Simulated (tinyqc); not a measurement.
Born-Oppenheimer dynamics on the RHF/sto-6g surface (energies and gradients from PySCF), for CH+, spin multiplicity 1, step by step. Computed by tinyqc, a small Python program that keeps every step (integrals from PySCF). Settings: charge = 1, multiplicity = 1, basis = sto-6g, time step (fs) = 2.0, steps = 24. Command: `OMP_NUM_THREADS=1 python tinyqc.py 26894 26895 out.jsonl` (the two numbers bound the seeds that draw the settings). One thread of a shared host (Intel(R) Xeon(R) Processor @ 2.60GHz), about 3 s of CPU time with the checks.

## Velocity Verlet step 1

positions (bohr):
```
           x         y         z
1C  0.000000  0.000000  0.000000
2H  0.000000  0.000000  2.088147
```

velocities (bohr per atomic time unit):
```
               x             y             z
1C   0.000014876  -0.000118619  -0.000013869
2H  -0.000177124   0.001412381   0.000165131
```

gradient (hartree/bohr):
```
             x           y            z
1C  0.00000000  0.00000000   0.06340845
2H  0.00000000  0.00000000  -0.06340845
```

masses (electron masses): 1C 21874.661832, 2H 1837.152588

gradient after step 1 (hartree/bohr):
```
              x            y            z
1C  -0.00000611   0.00004870   0.00085828
2H   0.00000611  -0.00004870  -0.00085828
```

dt = 2 fs = 82.6827 atomic units; x' = x + v dt - g dt^2 / (2m); after the new gradient g', v' = v - (g + g') dt / (2m).

positions after step 1 (bohr):
```
            x          y          z
1C   0.001230  -0.009808  -0.011055
2H  -0.014645   0.116780   2.219779
```

velocities after step 1 (bohr per atomic time unit):
```
               x             y             z
1C   0.000014887  -0.000118711  -0.000135328
2H  -0.000177262   0.001413477   0.001611323
```

## Velocity Verlet step 2

gradient after step 2 (hartree/bohr):
```
              x            y            z
1C   0.00060188  -0.00479938  -0.04502505
2H  -0.00060188   0.00479938   0.04502505
```

As before.

positions after step 2 (bohr):
```
            x          y          z
1C   0.002462  -0.019631  -0.022379
2H  -0.029313   0.233740   2.354605
```

velocities after step 2 (bohr per atomic time unit):
```
               x             y             z
1C   0.000013761  -0.000109733  -0.000051856
2H  -0.000163855   0.001306572   0.000617440
```

## Energy conservation

The total energy should stay constant up to terms of order dt^2; the step counts as short enough if it moves by less than 2 % of the largest kinetic energy.

Trajectory:

| time (fs) | 1C-2H (angstrom) | potential (hartree) | kinetic (hartree) | total (hartree) |
|---|---|---|---|---|
| 0.000000 | 1.105000 | -37.82262141 | 0.00204468 | -37.82057673 |
| 2.000000 | 1.182436 | -37.82705351 | 0.00460592 | -37.82244759 |
| 4.000000 | 1.265083 | -37.82335267 | 0.00210617 | -37.82124650 |
| 6.000000 | 1.253927 | -37.82425266 | 0.00278691 | -37.82146575 |
| 8.000000 | 1.160205 | -37.82669230 | 0.00427703 | -37.82241527 |
| 10.000000 | 1.105449 | -37.82267500 | 0.00210798 | -37.82056702 |
| 12.000000 | 1.189005 | -37.82703703 | 0.00469067 | -37.82234636 |
| 14.000000 | 1.268440 | -37.82306051 | 0.00195474 | -37.82110576 |
| 16.000000 | 1.250806 | -37.82448443 | 0.00303104 | -37.82145338 |
| 18.000000 | 1.153857 | -37.82646446 | 0.00417260 | -37.82229186 |
| 20.000000 | 1.106161 | -37.82275928 | 0.00220417 | -37.82055510 |
| 22.000000 | 1.195320 | -37.82697100 | 0.00476323 | -37.82220777 |
| 24.000000 | 1.271650 | -37.82277229 | 0.00182928 | -37.82094301 |
| 26.000000 | 1.247835 | -37.82469664 | 0.00328239 | -37.82141425 |
| 28.000000 | 1.147847 | -37.82619493 | 0.00406736 | -37.82212756 |
| 30.000000 | 1.107129 | -37.82287243 | 0.00232693 | -37.82054550 |
| 32.000000 | 1.201293 | -37.82686457 | 0.00482001 | -37.82204456 |
| 34.000000 | 1.274620 | -37.82249782 | 0.00172818 | -37.82076964 |
| 36.000000 | 1.245000 | -37.82489149 | 0.00353329 | -37.82135819 |
| 38.000000 | 1.142244 | -37.82589520 | 0.00396098 | -37.82193422 |
| 40.000000 | 1.108349 | -37.82301258 | 0.00246894 | -37.82054364 |
| 42.000000 | 1.206861 | -37.82672790 | 0.00485753 | -37.82187037 |
| 44.000000 | 1.277269 | -37.82224695 | 0.00164902 | -37.82059793 |
| 46.000000 | 1.242264 | -37.82507235 | 0.00377618 | -37.82129616 |
| 48.000000 | 1.137093 | -37.82557733 | 0.00385250 | -37.82172483 |

The total energy moves within 1.9e-03 hartree; that is over 2 % of the largest kinetic energy, so the time step is too long.
